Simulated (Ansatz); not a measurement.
Total energies of BCl2H, SMILES `ClBCl`.

Cartesian coordinates in Å:
```
Cl 0.780 0.322 1.444
B -0.128 -0.032 0.010
Cl 0.625 0.026 -1.551
H -1.277 -0.316 0.097
```

Total charge 0; spin multiplicity 1. The structure was optimised at the PBE0-D4/def2-TZVP level. Basis def2-TZVPP, Ansatz 0.2.0.

RPA on PBE orbitals: Hartree–Fock energy of these orbitals -944.34117 Eh, correlation -0.79919 Eh (frozen core).

| functional | energy without D4 (Eh) | D4 term (kJ/mol) |
| --- | --- | --- |
| LDA (SPW92) | -942.69396 | – |
| PBE | -945.53899 | -7.6 |
| r2SCAN | -945.88023 | -1.6 |
| B97M-V | -945.73173 | – |
| PBE0 | -945.61940 | -6.4 |
| B3LYP | -945.99263 | -12.7 |
| HSE06 (plane-wave form) | -945.60219 | -6.0 |
| BHLYP | -945.94667 | -10.1 |
| ωB97X-V | -945.81543 | – |
| ωB97M-V | -945.90068 | – |

**Question.** Give the same for revPBE, BLYP, r2SCANh, r2SCAN0, CAM-B3LYP, LC-ωPBE, B2PLYP, PBE-QIDH. (An estimate is asked.)

**Answer.** Ansatz gave: 
| functional | energy without D4 (Eh) | D4 term (kJ/mol) |
| --- | --- | --- |
| revPBE | -945.78240 | -22.8 |
| BLYP | -945.93879 | -17.3 |
| r2SCANh | -945.87704 | -1.8 |
| r2SCAN0 | -945.87286 | -2.0 |
| CAM-B3LYP | -945.96773 | -6.5 |
| LC-ωPBE | -945.68378 | – |
| B2PLYP | -945.67368 | – |
| PBE-QIDH | -945.44956 | – |

B3LYP takes the VWN-RPA correlation (the form of Gaussian; ORCA's B3LYP/G). HSE06 is the plane-wave form, built on full-range PBE exchange. The double hybrids freeze the cores in their second-order part.

LC-ωPBE has ω = 0.4 bohr⁻¹.
